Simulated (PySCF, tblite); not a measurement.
# 3-methylenepent-1-yne: a rotation path, then NMR shifts on frames

How do NMR shifts of 3-methylenepent-1-yne (`C#CC(=C)CC`) change as the atoms move?

Programs: tblite 0.8.0 and PySCF 2.14.0, with density-fitted response routines of our own. Each step states its level of theory. These are calculated values for one molecule in the gas phase, unless marked as measured. Atoms are numbered from 0 throughout.

### 1 The molecule as given

14 atoms, charge 0, multiplicity 1; geometry from: GFN2-xTB.

Bonds of the start (Å): C0–C1 1.20, C1–C2 1.42, C2–C3 1.33, C2–C4 1.50, C4–C5 1.53, C0–H6 1.05, C3–H7 1.08, C3–H8 1.08, C4–H9 1.09, C4–H10 1.09, C5–H11 1.09, C5–H12 1.09, C5–H13 1.09.

### 2 The rotation path with GFN2-xTB

What the job is given:

```
{"job": {"kind": "neb", "xc": "GFN2-xTB", "basis": "xTB", "atoms": [1, 2, 4, 5], "turn": 120}, "charge": 0, "multiplicity": 1}
C      2.128688    -1.302758    -0.557721
C      1.414083    -0.498347    -0.025133
C      0.547809     0.425744     0.611554
C      0.911962     1.692197     0.793065
C     -0.786653    -0.123995     1.036856
C     -1.636488    -0.496865    -0.177266
H      2.765874    -1.994888    -1.022084
H      0.259839     2.400469     1.275956
H      1.870800     2.058320     0.467340
H     -1.309312     0.621175     1.639420
H     -0.628657    -1.015178     1.650502
H     -1.126358    -1.245515    -0.779662
H     -1.817252     0.379348    -0.796696
H     -2.595013    -0.900181     0.141727
```

Method: GFN2-xTB climbing-image nudged elastic band, gas phase.

Started as:

```
> OMP_NUM_THREADS=1 python probes_run.py task.json out
```

The driver reads the jobs from task.json and runs them one after another.

Output:

```text
image   E - E0 / eV
  0      -0.0000
  1       0.0106
  2       0.0362
  3       0.0607
  4       0.0710
  5       0.0621
  6       0.0385
  7       0.0124
  8       0.0001
```

Run time: 5.7 s. Hardware: 1 thread of AMD EPYC 7R43, shared host; peak memory 0.18 GiB.

The final band, with the dihedral C1–C2–C4–C5:

| image | dihedral (°) | energy (eV) | energy (kcal/mol) |
| --- | --- | --- | --- |
| 0 | -67 | 0.000 | 0.0 |
| 1 | -51 | 0.011 | 0.2 |
| 2 | -34 | 0.036 | 0.8 |
| 3 | -18 | 0.061 | 1.4 |
| 4 | 0 | 0.071 | 1.6 |
| 5 | 17 | 0.062 | 1.4 |
| 6 | 33 | 0.039 | 0.9 |
| 7 | 50 | 0.012 | 0.3 |
| 8 | 67 | 0.000 | 0.0 |

### 3 Shielding tensors: image 0, PBE0/pcSseg-1

What the job is given:

```
{"job": {"kind": "nmr", "xc": "PBE0", "basis": "pcSseg-1", "pop": false}, "charge": 0, "multiplicity": 1}
C      2.128700    -1.302800    -0.557700
C      1.414100    -0.498300    -0.025100
C      0.547800     0.425700     0.611600
C      0.912000     1.692200     0.793100
C     -0.786700    -0.124000     1.036900
C     -1.636500    -0.496900    -0.177300
H      2.765900    -1.994900    -1.022100
H      0.259800     2.400500     1.276000
H      1.870800     2.058300     0.467300
H     -1.309300     0.621200     1.639400
H     -0.628700    -1.015200     1.650500
H     -1.126400    -1.245500    -0.779700
H     -1.817300     0.379300    -0.796700
H     -2.595000    -0.900200     0.141700
```

Method: GIAO PBE0/pcSseg-1 NMR shielding, non-relativistic, gas phase.

Output:

```text
coarse grid: 11480 points
cycle   1  E = -232.9607542597  dE =  6.848e-01  |g| = 4.041e-01  |ddm| = 3.467e+00
cycle   2  E = -232.9690937170  dE = -8.339e-03  |g| = 3.697e-01  |ddm| = 8.379e-01
cycle   3  E = -233.0043337326  dE = -3.524e-02  |g| = 4.860e-02  |ddm| = 3.567e-01
cycle   4  E = -233.0045590771  dE = -2.253e-04  |g| = 3.742e-02  |ddm| = 5.888e-02
cycle   5  E = -233.0048809705  dE = -3.219e-04  |g| = 1.149e-02  |ddm| = 3.271e-02
cycle   6  E = -233.0049134237  dE = -3.245e-05  |g| = 1.848e-03  |ddm| = 1.108e-02
cycle   7  E = -233.0049141820  dE = -7.582e-07  |g| = 7.493e-04  |ddm| = 2.487e-03
final grid: 110224 points
cycle   8  E = -233.0430109577  dE = -2.974e-05  |g| = 7.214e-03  |ddm| = 4.505e-02
cycle   9  E = -233.0430052408  dE =  5.717e-06  |g| = 8.636e-03  |ddm| = 1.566e-02
cycle  10  E = -233.0430239124  dE = -1.867e-05  |g| = 2.182e-03  |ddm| = 9.158e-03
cycle  11  E = -233.0430250335  dE = -1.121e-06  |g| = 3.608e-04  |ddm| = 1.697e-03
cycle  12  E = -233.0430250600  dE = -2.649e-08  |g| = 1.530e-04  |ddm| = 3.892e-04
cycle  13  E = -233.0430250656  dE = -5.573e-09  |g| = 4.823e-05  |ddm| = 1.511e-04
cycle  14  E = -233.0430250662  dE = -6.421e-10  |g| = 7.154e-06  |ddm| = 5.229e-05
converged SCF energy = -233.0430250662

GIAO shielding tensors (ppm)
atom      isotropic    diamagn.    paramagn.     s11        s22        s33       span
  0 C       98.747     259.484    -160.737     39.852     49.447    206.941    167.088
  1 C       98.630     253.559    -154.929     -6.456      2.864    299.481    305.937
  2 C       45.901     259.956    -214.055    -72.631     56.043    154.290    226.921
  3 C       56.049     250.056    -194.007    -61.391     78.656    150.883    212.274
  4 C      150.226     245.633     -95.408    138.909    140.618    171.149     32.240
  5 C      169.727     247.758     -78.031    157.167    166.563    185.452     28.285
  6 H       29.042      34.348      -5.306     24.917     25.331     36.879     11.962
  7 H       25.992      30.374      -4.382     22.364     25.243     30.370      8.006
  8 H       25.931      29.744      -3.814     22.243     24.791     30.759      8.516
  9 H       29.542      30.866      -1.324     25.430     28.800     34.396      8.966
 10 H       29.443      29.292       0.152     26.085     27.999     34.245      8.160
 11 H       30.024      30.217      -0.194     25.426     29.979     34.666      9.239
 12 H       30.880      30.361       0.519     27.264     28.907     36.470      9.206
 13 H       30.571      28.734       1.837     26.435     27.577     37.700     11.265
```

Wall time 19 s (1 thread of AMD EPYC 7R43, shared host); peak memory 0.69 GiB.

Shifts follow as δ = σ(reference) − σ, with reference shieldings (ppm) from runs at the same level and on the same kind of geometry: ¹H TMS 31.72, ¹³C TMS 186.9. The references are single molecules in the gas phase. Each atom is listed at this fixed geometry, with no averaging over motion; a spectrum would average atoms that exchange fast.

| atoms | environment | σ (ppm) | δ (ppm) |
| --- | --- | --- | --- |
| C2 | fully substituted alkene carbon | 45.9 | 141.0 |
| C3 | terminal =CH2 carbon | 56.0 | 130.9 |
| C1 | alkyne carbon | 98.6 | 88.3 |
| C0 | terminal alkyne carbon | 98.7 | 88.2 |
| C4 | allylic sp3 CH2 | 150.2 | 36.7 |
| C5 | methyl carbon | 169.7 | 17.2 |
| H8 | hydrogen on a terminal =CH2 carbon | 25.93 | 5.79 |
| H7 | hydrogen on a terminal =CH2 carbon | 25.99 | 5.72 |
| H6 | hydrogen on a terminal alkyne carbon | 29.04 | 2.67 |
| H10 | hydrogen on an allylic sp3 CH2 | 29.44 | 2.27 |
| H9 | hydrogen on an allylic sp3 CH2 | 29.54 | 2.17 |
| H11 | hydrogen on a methyl carbon | 30.02 | 1.69 |
| H13 | hydrogen on a methyl carbon | 30.57 | 1.15 |
| H12 | hydrogen on a methyl carbon | 30.88 | 0.84 |

### 4 Nuclear shieldings: image 2, PBE0/pcSseg-1

What the job is given:

```
{"job": {"kind": "nmr", "xc": "PBE0", "basis": "pcSseg-1", "pop": false}, "charge": 0, "multiplicity": 1}
C      1.895100    -1.172500    -0.822900
C      1.293400    -0.381800    -0.149000
C      0.523100     0.517500     0.629200
C      1.043900     1.670300     1.042700
C     -0.878600     0.071500     0.961800
C     -1.513600    -0.744100    -0.160700
H      2.441000    -1.848800    -1.410000
H      0.479100     2.363600     1.642600
H      2.052900     1.954500     0.796700
H     -1.487800     0.951100     1.181100
H     -0.841000    -0.539800     1.869600
H     -0.927100    -1.639300    -0.354700
H     -1.557100    -0.161200    -1.078300
H     -2.524100    -1.041500     0.109600
```

Method: GIAO PBE0/pcSseg-1 NMR shielding, non-relativistic, gas phase.

Output:

```text
coarse grid: 11480 points
cycle   1  E = -232.9578346567  dE =  6.908e-01  |g| = 4.063e-01  |ddm| = 3.474e+00
cycle   2  E = -232.9659583832  dE = -8.124e-03  |g| = 3.731e-01  |ddm| = 8.455e-01
cycle   3  E = -233.0016811759  dE = -3.572e-02  |g| = 5.309e-02  |ddm| = 3.671e-01
cycle   4  E = -233.0019668656  dE = -2.857e-04  |g| = 4.008e-02  |ddm| = 6.386e-02
cycle   5  E = -233.0023456340  dE = -3.788e-04  |g| = 1.101e-02  |ddm| = 3.426e-02
cycle   6  E = -233.0023749171  dE = -2.928e-05  |g| = 2.251e-03  |ddm| = 1.066e-02
cycle   7  E = -233.0023760048  dE = -1.088e-06  |g| = 9.746e-04  |ddm| = 3.040e-03
final grid: 110224 points
cycle   8  E = -233.0407066764  dE = -3.234e-05  |g| = 7.238e-03  |ddm| = 4.779e-02
cycle   9  E = -233.0407016577  dE =  5.019e-06  |g| = 8.489e-03  |ddm| = 1.588e-02
cycle  10  E = -233.0407197105  dE = -1.805e-05  |g| = 2.149e-03  |ddm| = 9.233e-03
cycle  11  E = -233.0407207991  dE = -1.089e-06  |g| = 3.571e-04  |ddm| = 1.702e-03
cycle  12  E = -233.0407208235  dE = -2.431e-08  |g| = 1.692e-04  |ddm| = 3.829e-04
cycle  13  E = -233.0407208304  dE = -6.987e-09  |g| = 4.873e-05  |ddm| = 1.604e-04
cycle  14  E = -233.0407208311  dE = -6.558e-10  |g| = 7.646e-06  |ddm| = 5.068e-05
converged SCF energy = -233.0407208311

GIAO shielding tensors (ppm)
atom      isotropic    diamagn.    paramagn.     s11        s22        s33       span
  0 C       96.257     259.184    -162.927     37.125     48.804    202.842    165.717
  1 C       99.380     254.144    -154.765     -2.210      2.870    297.479    299.689
  2 C       47.345     260.168    -212.823    -68.583     61.034    149.585    218.168
  3 C       55.613     249.043    -193.430    -64.013     77.352    153.501    217.514
  4 C      155.507     246.068     -90.561    144.378    149.583    172.560     28.182
  5 C      171.781     247.801     -76.021    161.798    170.617    182.926     21.128
  6 H       28.947      34.235      -5.288     24.812     25.394     36.636     11.824
  7 H       26.002      29.910      -3.909     22.398     25.222     30.386      7.988
  8 H       25.792      29.530      -3.738     21.957     24.679     30.740      8.783
  9 H       29.517      30.839      -1.322     24.994     29.153     34.404      9.411
 10 H       29.407      29.133       0.275     25.040     28.129     35.053     10.013
 11 H       29.867      30.290      -0.423     25.075     29.849     34.678      9.603
 12 H       30.804      30.464       0.340     27.411     28.454     36.546      9.134
 13 H       30.656      28.575       2.081     26.131     28.002     37.836     11.705
```

It took 17 s on 1 thread of AMD EPYC 7R43, shared host; peak memory 0.71 GiB.

This run: δ C2 139.6, C3 131.3, C0 90.7, C1 87.5, H8 5.92, H7 5.72 ppm.

### 5 Shielding tensors: image 4, PBE0/pcSseg-1

What the job is given:

```
{"job": {"kind": "nmr", "xc": "PBE0", "basis": "pcSseg-1", "pop": false}, "charge": 0, "multiplicity": 1}
C      1.760700    -0.985400    -1.080800
C      1.217100    -0.251600    -0.301200
C      0.510400     0.565600     0.613900
C      1.133800     1.548900     1.260100
C     -0.953600     0.244000     0.812300
C     -1.427300    -0.928000    -0.039600
H      2.252900    -1.616300    -1.758500
H      0.620300     2.175500     1.969800
H      2.177300     1.757100     1.097200
H     -1.542800     1.134100     0.574000
H     -1.121100     0.019600     1.869800
H     -0.862700    -1.825300     0.204000
H     -1.282500    -0.715100    -1.096800
H     -2.483000    -1.123600     0.133700
```

Level: GIAO PBE0/pcSseg-1 NMR shielding, non-relativistic, gas phase.

Output:

```text
coarse grid: 11480 points
cycle   1  E = -232.9550063292  dE =  6.935e-01  |g| = 4.080e-01  |ddm| = 3.481e+00
cycle   2  E = -232.9629989662  dE = -7.993e-03  |g| = 3.758e-01  |ddm| = 8.454e-01
cycle   3  E = -232.9991206709  dE = -3.612e-02  |g| = 5.400e-02  |ddm| = 3.668e-01
cycle   4  E = -232.9994320825  dE = -3.114e-04  |g| = 4.001e-02  |ddm| = 6.476e-02
cycle   5  E = -232.9998127795  dE = -3.807e-04  |g| = 1.109e-02  |ddm| = 3.448e-02
cycle   6  E = -232.9998422063  dE = -2.943e-05  |g| = 2.573e-03  |ddm| = 1.035e-02
cycle   7  E = -232.9998436412  dE = -1.435e-06  |g| = 1.071e-03  |ddm| = 3.338e-03
final grid: 110224 points
cycle   8  E = -233.0379346336  dE = -3.444e-05  |g| = 7.142e-03  |ddm| = 5.130e-02
cycle   9  E = -233.0379292969  dE =  5.337e-06  |g| = 8.481e-03  |ddm| = 1.548e-02
cycle  10  E = -233.0379473122  dE = -1.802e-05  |g| = 2.091e-03  |ddm| = 9.018e-03
cycle  11  E = -233.0379483403  dE = -1.028e-06  |g| = 3.585e-04  |ddm| = 1.656e-03
cycle  12  E = -233.0379483640  dE = -2.369e-08  |g| = 1.778e-04  |ddm| = 3.717e-04
cycle  13  E = -233.0379483718  dE = -7.832e-09  |g| = 4.957e-05  |ddm| = 1.654e-04
cycle  14  E = -233.0379483725  dE = -6.823e-10  |g| = 7.604e-06  |ddm| = 5.037e-05
converged SCF energy = -233.0379483725

GIAO shielding tensors (ppm)
atom      isotropic    diamagn.    paramagn.     s11        s22        s33       span
  0 C       95.931     259.690    -163.759     37.707     48.958    201.127    163.420
  1 C       98.946     253.382    -154.437     -2.930      3.810    295.957    298.887
  2 C       48.057     260.185    -212.128    -67.174     64.853    146.491    213.665
  3 C       54.639     248.924    -194.285    -69.122     76.101    156.938    226.060
  4 C      160.549     246.711     -86.162    151.306    154.913    175.428     24.122
  5 C      171.691     247.166     -75.475    161.218    174.305    179.550     18.332
  6 H       28.924      34.396      -5.472     24.838     25.433     36.501     11.663
  7 H       26.013      29.784      -3.771     22.269     25.228     30.542      8.273
  8 H       25.597      29.548      -3.952     21.624     24.627     30.539      8.916
  9 H       29.404      30.227      -0.823     24.472     28.883     34.857     10.385
 10 H       29.396      29.737      -0.341     24.468     28.871     34.849     10.381
 11 H       30.278      30.054       0.224     26.170     29.216     35.448      9.278
 12 H       30.289      30.364      -0.075     26.187     29.192     35.487      9.300
 13 H       30.688      28.296       2.392     25.984     28.203     37.876     11.891
```

Run time: 16 s. Hardware: 1 thread of AMD EPYC 7R43, shared host; peak memory 0.71 GiB.

In short: δ C2 138.9, C3 132.3, C0 91.0, C1 88.0, H8 6.12, H7 5.70 ppm.

### 6 Nuclear shieldings: image 6, PBE0/pcSseg-1

What the job is given:

```
{"job": {"kind": "nmr", "xc": "PBE0", "basis": "pcSseg-1", "pop": false}, "charge": 0, "multiplicity": 1}
C      1.729600    -0.747200    -1.328500
C      1.190900    -0.113000    -0.463000
C      0.501000     0.576400     0.565100
C      1.165100     1.343800     1.425900
C     -0.992700     0.373800     0.613200
C     -1.401600    -1.028500     0.172500
H      2.221600    -1.290700    -2.078700
H      0.663500     1.865100     2.223600
H      2.230900     1.478800     1.355200
H     -1.465500     1.109400    -0.045700
H     -1.343300     0.567200     1.629700
H     -0.940400    -1.775100     0.815500
H     -1.078300    -1.215000    -0.849300
H     -2.481500    -1.145600     0.222300
```

With the program's defaults for keys left out, this is: GIAO PBE0/pcSseg-1 NMR shielding, non-relativistic, gas phase.

Output:

```text
coarse grid: 11480 points
cycle   1  E = -232.9576590024  dE =  6.912e-01  |g| = 4.065e-01  |ddm| = 3.470e+00
cycle   2  E = -232.9657383209  dE = -8.079e-03  |g| = 3.735e-01  |ddm| = 8.485e-01
cycle   3  E = -233.0015253155  dE = -3.579e-02  |g| = 5.323e-02  |ddm| = 3.691e-01
cycle   4  E = -233.0018133076  dE = -2.880e-04  |g| = 4.014e-02  |ddm| = 6.405e-02
cycle   5  E = -233.0021935659  dE = -3.803e-04  |g| = 1.101e-02  |ddm| = 3.428e-02
cycle   6  E = -233.0022228340  dE = -2.927e-05  |g| = 2.263e-03  |ddm| = 1.068e-02
cycle   7  E = -233.0022239343  dE = -1.100e-06  |g| = 9.778e-04  |ddm| = 3.039e-03
final grid: 110224 points
cycle   8  E = -233.0405556619  dE = -3.270e-05  |g| = 7.315e-03  |ddm| = 5.369e-02
cycle   9  E = -233.0405501235  dE =  5.538e-06  |g| = 8.679e-03  |ddm| = 1.632e-02
cycle  10  E = -233.0405689549  dE = -1.883e-05  |g| = 2.182e-03  |ddm| = 9.364e-03
cycle  11  E = -233.0405700769  dE = -1.122e-06  |g| = 3.590e-04  |ddm| = 1.709e-03
cycle  12  E = -233.0405701016  dE = -2.471e-08  |g| = 1.701e-04  |ddm| = 3.937e-04
cycle  13  E = -233.0405701086  dE = -7.062e-09  |g| = 4.925e-05  |ddm| = 1.638e-04
cycle  14  E = -233.0405701093  dE = -6.728e-10  |g| = 7.366e-06  |ddm| = 5.156e-05
converged SCF energy = -233.0405701093

GIAO shielding tensors (ppm)
atom      isotropic    diamagn.    paramagn.     s11        s22        s33       span
  0 C       96.120     259.312    -163.193     36.855     48.809    202.696    165.841
  1 C       99.379     254.282    -154.902     -2.130      2.908    297.360    299.490
  2 C       47.290     260.354    -213.064    -68.675     61.066    149.478    218.153
  3 C       55.569     248.880    -193.311    -64.098     77.325    153.481    217.579
  4 C      155.621     246.139     -90.517    144.722    149.606    172.536     27.814
  5 C      171.636     247.522     -75.886    161.521    170.677    182.710     21.189
  6 H       28.941      34.264      -5.323     24.802     25.398     36.624     11.822
  7 H       25.998      29.894      -3.896     22.394     25.223     30.377      7.983
  8 H       25.793      29.510      -3.717     21.955     24.676     30.750      8.795
  9 H       29.420      29.749      -0.329     25.043     28.113     35.103     10.060
 10 H       29.513      30.688      -1.175     25.012     29.126     34.401      9.389
 11 H       30.799      29.940       0.859     27.417     28.462     36.517      9.101
 12 H       29.859      30.324      -0.465     25.050     29.866     34.660      9.611
 13 H       30.658      28.519       2.139     26.131     28.003     37.840     11.709
```

Run time: 15 s. Hardware: 1 thread of AMD EPYC 7R43, shared host; peak memory 0.71 GiB.

Key values: δ C2 139.6, C3 131.4, C0 90.8, C1 87.5, H8 5.92, H7 5.72 ppm.

### 7 NMR shieldings: image 8, PBE0/pcSseg-1

What the job is given:

```
{"job": {"kind": "nmr", "xc": "PBE0", "basis": "pcSseg-1", "pop": false}, "charge": 0, "multiplicity": 1}
C      1.809900    -0.446600    -1.567200
C      1.226900     0.009400    -0.621900
C      0.506600     0.538600     0.478400
C      1.140800     1.071800     1.519000
C     -0.991600     0.428900     0.387700
C     -1.435600    -1.031800     0.456600
H      2.333100    -0.842900    -2.385800
H      0.598800     1.473600     2.358600
H      2.215500     1.127100     1.562500
H     -1.327800     0.861900    -0.558400
H     -1.444800     0.992700     1.205400
H     -1.114400    -1.481200     1.394100
H     -0.999200    -1.599000    -0.362700
H     -2.518900    -1.102900     0.391300
```

With the program's defaults for keys left out, this is: GIAO PBE0/pcSseg-1 NMR shielding, non-relativistic, gas phase.

Output:

```text
coarse grid: 11480 points
cycle   1  E = -232.9606977389  dE =  6.843e-01  |g| = 4.042e-01  |ddm| = 3.467e+00
cycle   2  E = -232.9690165168  dE = -8.319e-03  |g| = 3.699e-01  |ddm| = 8.379e-01
cycle   3  E = -233.0042928223  dE = -3.528e-02  |g| = 4.869e-02  |ddm| = 3.567e-01
cycle   4  E = -233.0045195864  dE = -2.268e-04  |g| = 3.745e-02  |ddm| = 5.887e-02
cycle   5  E = -233.0048421034  dE = -3.225e-04  |g| = 1.149e-02  |ddm| = 3.273e-02
cycle   6  E = -233.0048745677  dE = -3.246e-05  |g| = 1.845e-03  |ddm| = 1.110e-02
cycle   7  E = -233.0048753247  dE = -7.570e-07  |g| = 7.446e-04  |ddm| = 2.481e-03
final grid: 110224 points
cycle   8  E = -233.0430129055  dE = -3.082e-05  |g| = 7.257e-03  |ddm| = 4.695e-02
cycle   9  E = -233.0430071214  dE =  5.784e-06  |g| = 8.687e-03  |ddm| = 1.582e-02
cycle  10  E = -233.0430260221  dE = -1.890e-05  |g| = 2.166e-03  |ddm| = 9.116e-03
cycle  11  E = -233.0430271244  dE = -1.102e-06  |g| = 3.590e-04  |ddm| = 1.691e-03
cycle  12  E = -233.0430271505  dE = -2.610e-08  |g| = 1.546e-04  |ddm| = 3.953e-04
cycle  13  E = -233.0430271562  dE = -5.657e-09  |g| = 5.057e-05  |ddm| = 1.503e-04
cycle  14  E = -233.0430271569  dE = -7.050e-10  |g| = 7.232e-06  |ddm| = 5.493e-05
converged SCF energy = -233.0430271569

GIAO shielding tensors (ppm)
atom      isotropic    diamagn.    paramagn.     s11        s22        s33       span
  0 C       98.702     259.536    -160.834     39.784     49.453    206.869    167.086
  1 C       98.668     253.720    -155.051     -6.399      2.906    299.497    305.895
  2 C       45.874     260.075    -214.202    -72.726     55.964    154.383    227.109
  3 C       56.043     249.444    -193.401    -61.391     78.722    150.797    212.188
  4 C      150.179     245.443     -95.264    138.949    140.439    171.148     32.199
  5 C      169.678     247.374     -77.696    156.900    166.612    185.522     28.621
  6 H       29.037      34.382      -5.345     24.911     25.329     36.870     11.959
  7 H       25.998      30.226      -4.228     22.361     25.240     30.393      8.032
  8 H       25.926      29.591      -3.666     22.244     24.793     30.740      8.496
  9 H       29.442      29.818      -0.375     26.102     27.984     34.240      8.138
 10 H       29.538      31.013      -1.475     25.432     28.787     34.395      8.963
 11 H       30.887      29.798       1.089     27.274     28.932     36.454      9.180
 12 H       30.025      30.022       0.004     25.439     29.964     34.673      9.234
 13 H       30.572      28.643       1.929     26.437     27.572     37.706     11.269
```

It took 14 s on 1 thread of AMD EPYC 7R43, shared host; peak memory 0.71 GiB.

Key values: δ C2 141.1, C3 130.9, C1 88.3, C0 88.2, H8 5.79, H7 5.72 ppm.

### 8 Comparing the runs: NMR shifts

Shifts (ppm) of some atoms, chosen among heavy atoms and hydrogens apart, with basis size and wall time:

| frame | C2 | C3 | C0 | C4 | C5 | H11 | H12 | functions | time |
| --- | --- | --- | --- | --- | --- | --- | --- | --- | --- |
| image 0 | 141.0 | 130.9 | 88.2 | 36.7 | 17.2 | 1.69 | 0.84 | 142 | 19 s |
| image 2 | 139.6 | 131.3 | 90.7 | 31.4 | 15.1 | 1.85 | 0.91 | 142 | 17 s |
| image 4 | 138.9 | 132.3 | 91.0 | 26.4 | 15.2 | 1.44 | 1.43 | 142 | 16 s |
| image 6 | 139.6 | 131.4 | 90.8 | 31.3 | 15.3 | 0.92 | 1.86 | 142 | 15 s |
| image 8 | 141.1 | 130.9 | 88.2 | 36.7 | 17.2 | 0.83 | 1.69 | 142 | 14 s |

### 9 What came out

```
                                       quantity                                               value
                                        barrier                  0.071 eV (1.6 kcal/mol) at image 4
                          end to end (GFN2-xTB)                                            0.000 eV
¹³C shifts against TMS (PBE0/pcSseg-1, image 0)            141.0, 130.9, 88.3, 88.2, 36.7, 17.2 ppm
 ¹H shifts against TMS (PBE0/pcSseg-1, image 0)  5.79, 5.72, 2.67, 2.27, 2.17, 1.69, 1.15, 0.84 ppm
                       range of the shift of C4                                    26.4 to 36.7 ppm
```

What this shows: Along the band the dihedral turns by 134°, and the top (dihedral 0°) lies 1.6 kcal/mol above the start (GFN2-xTB, rough), so at room temperature this motion is fast. The top was not checked by a frequency run. Shifts at one fixed geometry are not the observed spectrum, which averages over the motion. In the first frame run (image 0): The widest tensor belongs to C1: span 306 ppm, with a paramagnetic part of -155 ppm. Across the 5 runs the shift of C4 moves most, between 26.4 (image 4) and 36.7 ppm (image 8).
